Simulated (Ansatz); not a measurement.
AlH (SMILES [AlH]): methods side by side

The species is AlH (2 atoms), meant as a singlet with charge 0. SMILES: `[AlH]`. The shape comes from GFN2-xTB, which is rough for such elements, and wasn't checked as a minimum.

```xyz
2

Al    0.0000    0.0000    0.0000
H     0.0000    0.0000    1.6135
```

Quantity: the energy change with the Al1–H2 bond stretched from 1.613 to 2.081 Å, in eV. The values are calculated.

```tsv
level	kind	program	value (eV)	less FCI/3-21G
HF/3-21G (restricted)	Hartree–Fock	Ansatz	0.51	+0.20
BLYP/3-21G (restricted)	GGA	Ansatz	0.33	+0.02
PBE/3-21G (restricted)	GGA	Ansatz	0.31	0.00
BHLYP/3-21G (restricted)	global hybrid	Ansatz	0.47	+0.16
B2PLYP/3-21G (restricted)	double hybrid	Ansatz	0.41	+0.10
CCSD/3-21G (restricted)	coupled cluster or CI	Ansatz	0.31	0.00
CCSDTQ/3-21G (restricted)	coupled cluster or CI	Ansatz	0.31	0.00
FCI/3-21G	exact in the basis	Ansatz	0.31	0.00
```

FCI/3-21G is exact within its basis and frozen core, so for wave-function methods in that basis the difference is their error; functionals converge differently with the basis, so for them it is only a difference. The first shape isn't each level's own minimum. The values span 0.31 to 0.51 eV. All rows use very small basis sets, so even the best lies far from the true value.
